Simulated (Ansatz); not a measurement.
C3H6O (propylene oxide): from total energies to a heat of formation

C3H6O: 10 atoms, total charge 0, spin state singlet. As SMILES, `CC1CO1`. Geometry: relaxed at PBE0-D4/def2-TZVP.

Total energies at B3LYP/def2-SVP (Ansatz 0.2.0); the atoms run unrestricted:

| species | state | energy (Eh) |
| --- | --- | --- |
| C3H6O | singlet | -192.964611 |
| C | triplet | -37.814061 |
| O | triplet | -75.000759 |
| H | doublet | -0.501259 |

Harmonic wavenumbers at PBE0-D4/def2-TZVP, in cm⁻¹: 211, 369, 411, 805, 879, 909, 1001, 1047, 1134, 1162, 1171, 1191, 1306, 1396, 1446, 1474, 1489, 1538, 3051, 3099, 3112, 3123, 3142, 3187.

Measured heats of formation of the gaseous atoms at 298.15 K, in kJ/mol: C 716.9, O 249.2, H 218.0. Spin-orbit lowering of the atoms at 298 K (mean of the ground term's levels less their thermal mean, from spectra), in kJ/mol: C 0.02, O 0.40. Take 1 Eh = 2625.50 kJ/mol, 1 cm⁻¹ = 0.0119627 kJ/mol, RT = 2.479 kJ/mol.

**Question.** Work out the heat of formation of the gas at 298 K.

**Answer.** 
1. Electronic atomisation energy: 3 × (-37.814061) + (-75.000759) + 6 × (-0.501259) − (-192.964611) = 1.514115 Eh = 3975.3 kJ/mol.
2. Zero-point energy: half the sum of the wavenumbers, 18826.5 cm⁻¹ = 225.2 kJ/mol.
3. Thermal vibrational enthalpy, Σ hcν̃/(exp(hcν̃/kT) − 1): 4.1 kJ/mol. Translation, rotation and pV of a non-linear molecule: 4 RT = 9.9 kJ/mol.
4. The 10 free atoms carry 5/2 RT each: 62.0 kJ/mol.
5. Spin-orbit coupling lowers the free atoms by 3 × 0.02 + 0.40 = 0.5 kJ/mol.
6. Atomisation enthalpy at 298 K: 3975.3 − 0.5 − 225.2 − 4.1 − 9.9 + 62.0 = 3797.6 kJ/mol.
7. Sum of the atoms' heats of formation: 3707.9 kJ/mol. Heat of formation: 3707.9 − 3797.6 = -89.7 kJ/mol.

No measured value is set beside it here. Anharmonicity and any spin-orbit splitting of the molecule are left out.
